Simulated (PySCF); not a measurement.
# How good is the calculation?

Geometry:
```json
{"atom": "F1", "x (Å)": "-2.177", "y (Å)": "-1.482", "z (Å)": "-0.486"}
{"atom": "C2", "x (Å)": "-1.087", "y (Å)": "-0.742", "z (Å)": "-0.242"}
{"atom": "C3", "x (Å)": "0.140", "y (Å)": "-1.371", "z (Å)": "-0.153"}
{"atom": "C4", "x (Å)": "1.264", "y (Å)": "-0.596", "z (Å)": "0.096"}
{"atom": "C5", "x (Å)": "1.151", "y (Å)": "0.778", "z (Å)": "0.252"}
{"atom": "C6", "x (Å)": "-0.095", "y (Å)": "1.382", "z (Å)": "0.159"}
{"atom": "C7", "x (Å)": "-1.229", "y (Å)": "0.623", "z (Å)": "-0.090"}
{"atom": "H8", "x (Å)": "0.202", "y (Å)": "-2.444", "z (Å)": "-0.278"}
{"atom": "H9", "x (Å)": "2.234", "y (Å)": "-1.074", "z (Å)": "0.168"}
{"atom": "H10", "x (Å)": "2.032", "y (Å)": "1.377", "z (Å)": "0.446"}
{"atom": "H11", "x (Å)": "-0.189", "y (Å)": "2.455", "z (Å)": "0.281"}
{"atom": "H12", "x (Å)": "-2.212", "y (Å)": "1.071", "z (Å)": "-0.167"}
```

The experiment to reproduce: δ ¹⁹F F1 -113.5 ppm (measured; G. Saielli, R. Bini, A. Bagno, Computational 19F NMR. 2. Organic compounds, RSC Adv. 2014, ESI (exp. from Berger-Braun-Kalinowski 1994 and Everett 1995)).
δ ¹³C C2 163.1 ppm (measured; solution, CDCl3; Viesser, Ducati, Tormena, Autschbach, PCCP 2018 (ESI)).
δ ¹H H9/H11 7.39; H10 7.18; H8/H12 7.10 ppm (measured; solution, acetone, 325 K; Shapiro, Mohrmann, J. Phys. Chem. Ref. Data 1977, 6, 919).
δ ¹H H9/H11 7.37; H10 7.16; H8/H12 7.08 ppm (measured; solution, acetone, 311 K; Shapiro, Mohrmann, J. Phys. Chem. Ref. Data 1977, 6, 919). Coupling constants: ³J(H8,H9) 8.4 Hz, ⁴J(H8,H10) 1.1 Hz, ⁵J(H8,H11) 0.4 Hz, ⁴J(H8,H12) 2.7 Hz, ³J(H9,H10) 7.5 Hz, ⁴J(H9,H11) 1.8 Hz, ¹J(C5,H10) 161.0 Hz, ¹J(C2,F1) -245.3 Hz, ²J(C3,F1) 21.0 Hz, ³J(C4,F1) 7.7 Hz.

Level of theory: spin–spin couplings from B3LYP/pcJ-2 (spin–dipole term only in couplings to heteroatoms), PBE0-D3(BJ)/def2-TZVP structure, GIAO B97-2/pcSseg-2 shieldings, in PySCF 2.14 (rapidly exchanging positions averaged, single conformer, gas phase, non-relativistic).

(1) How close does the calculation come?

(2) How far are the unscaled ¹H shifts from the references?

Results:

(1) 
Reference values: measured (G. Saielli, R. Bini, A. Bagno, Computational 19F NMR. 2. Organic compounds, RSC Adv. 2014, ESI (exp. from Berger-Braun-Kalinowski 1994 and Everett 1995)).
| atoms | quantity | reference | computed | computed, scaled |
| --- | --- | --- | --- | --- |
| F1 | δ ¹⁹F vs CFCl3 | -113.5 | -115.4 | -113.1 |

Reference values: measured (solution, CDCl3; Viesser, Ducati, Tormena, Autschbach, PCCP 2018 (ESI)).
```
atoms  quantity  reference  computed  computed, scaled
   C2     δ ¹³C      163.1     173.6             165.5
```

Reference values: measured (solution, acetone, 325 K; Shapiro, Mohrmann, J. Phys. Chem. Ref. Data 1977, 6, 919).
```tsv
atoms	quantity	reference	computed	computed, scaled
H9/H11	δ ¹H	7.39	7.61	7.28
H10	δ ¹H	7.18	7.35	7.04
H8/H12	δ ¹H	7.10	7.29	6.98
```

Reference values: measured (solution, acetone, 311 K; Shapiro, Mohrmann, J. Phys. Chem. Ref. Data 1977, 6, 919).
```tsv
atoms	quantity	reference	computed	computed, scaled
H9/H11	δ ¹H	7.37	7.61	7.28
H10	δ ¹H	7.16	7.35	7.04
H8/H12	δ ¹H	7.08	7.29	6.98
```

Computed shifts are σ(ref) − σ with the named reference compound (TMS for H and C) calculated as an isolated molecule at the same level. The measured values may be among those fitted. Expected solution values come from regression of measured δ (H and C: mostly CDCl3, vs TMS) on computed σ: ¹H: δ = 29.81 − 0.938σ (rms 0.14 ppm, 293 shifts, 0.16 ppm with the 4 outliers that the fit left out); ¹³C: δ = 176.83 − 0.965σ (rms 2.0 ppm, 507 shifts, 2.1 ppm with the 1 outlier that the fit left out); ¹⁹F: δ = 160.24 − 0.938σ +9.4 on sp3 carbon (rms 4.8 ppm, 130 shifts, 5.6 ppm with the 3 outliers that the fit left out vs CFCl3, solution or neat liquid). Occasional misses reach two or three times the rms, and more in compound classes unlike the fitted ones.

Coupling constants in Hz (some tables give magnitudes without signs):
```tsv
coupling	reference	computed	source
³J(H8,H9)	8.4	9.9	measured; solution (compiled); Pretsch, Buehlmann, Badertscher, Structure Determination of Organic Compounds, 4th ed., Springer 2009
⁴J(H8,H10)	1.1	1.0	measured; solution (compiled); Pretsch, Buehlmann, Badertscher, Structure Determination of Organic Compounds, 4th ed., Springer 2009
⁵J(H8,H11)	0.4	0.4	measured; solution (compiled); Pretsch, Buehlmann, Badertscher, Structure Determination of Organic Compounds, 4th ed., Springer 2009
⁴J(H8,H12)	2.7	2.9	measured; solution (compiled); Pretsch, Buehlmann, Badertscher, Structure Determination of Organic Compounds, 4th ed., Springer 2009
³J(H9,H10)	7.5	8.8	measured; solution (compiled); Pretsch, Buehlmann, Badertscher, Structure Determination of Organic Compounds, 4th ed., Springer 2009
⁴J(H9,H11)	1.8	1.7	measured; solution (compiled); Pretsch, Buehlmann, Badertscher, Structure Determination of Organic Compounds, 4th ed., Springer 2009
¹J(C5,H10)	161.0	167.2	measured; liquid or solution (compiled); San Fabian, Garcia de la Vega, Suardiaz et al., Magn. Reson. Chem. 2013, 51, 775 (SI)
¹J(C2,F1)	-245.3	-312.6	measured; liquid or solution; F. J. Weigert, PhD thesis, Caltech 1968 (Carbon-13 magnetic resonance spectroscopy)
²J(C3,F1)	21.0	19.8	measured; liquid or solution; F. J. Weigert, PhD thesis, Caltech 1968 (Carbon-13 magnetic resonance spectroscopy)
³J(C4,F1)	7.7	6.2	measured; liquid or solution; F. J. Weigert, PhD thesis, Caltech 1968 (Carbon-13 magnetic resonance spectroscopy)
```

(2) Mean signed difference +0.20 ppm, mean absolute 0.20 ppm over 6 comparisons; the largest is +0.24 ppm at H9/H11 (hydrogen on an aromatic CH).

18 of the 66 published NMR values on file for this molecule are compared. The rest: values from further sources, values whose atom or origin is in doubt.

Common functionals overestimate the size of one-bond C–F couplings by tens of Hz; these are unscaled.
